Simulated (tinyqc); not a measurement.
Worked calculation: Hueckel theory of the pi electrons, for the molecule O=CC=O (SMILES; centres numbered as the heavy atoms are written). One step of it, computed by the program tinyqc.

Task: Orbitals. Diagonalise; E = alpha + x beta with beta < 0, so the largest x are filled first; degenerate levels share their electrons. P = sum n_i c_ri c_si; each orbital has its largest coefficient positive (the first on a tie).

Hueckel matrix in units of beta (H = alpha + beta A), order 1O, 2C, 3C, 4O:
$$\begin{pmatrix}
1.000000 & 1.000000 & 0.000000 & 0.000000 \\
1.000000 & 0.000000 & 1.000000 & 0.000000 \\
0.000000 & 1.000000 & 0.000000 & 1.000000 \\
0.000000 & 0.000000 & 1.000000 & 1.000000
\end{pmatrix}$$

pi electrons, sum of z_r less the charge = 4

Give: x values; occupations; coefficients; charge and bond-order matrix P.

Result:

x values: [2.0000, 1.4142, 0.0000, -1.4142]

occupations: [2.0000, 2.0000, 0.0000, 0.0000]

coefficients, order 1O, 2C, 3C, 4O:
$$\begin{pmatrix}
0.5000 & 0.6533 & 0.5000 & -0.2706 \\
0.5000 & 0.2706 & -0.5000 & 0.6533 \\
0.5000 & -0.2706 & -0.5000 & -0.6533 \\
0.5000 & -0.6533 & 0.5000 & 0.2706
\end{pmatrix}$$

charge and bond-order matrix P, order 1O, 2C, 3C, 4O:
$$\begin{pmatrix}
1.3536 & 0.8536 & 0.1464 & -0.3536 \\
0.8536 & 0.6464 & 0.3536 & 0.1464 \\
0.1464 & 0.3536 & 0.6464 & 0.8536 \\
-0.3536 & 0.1464 & 0.8536 & 1.3536
\end{pmatrix}$$
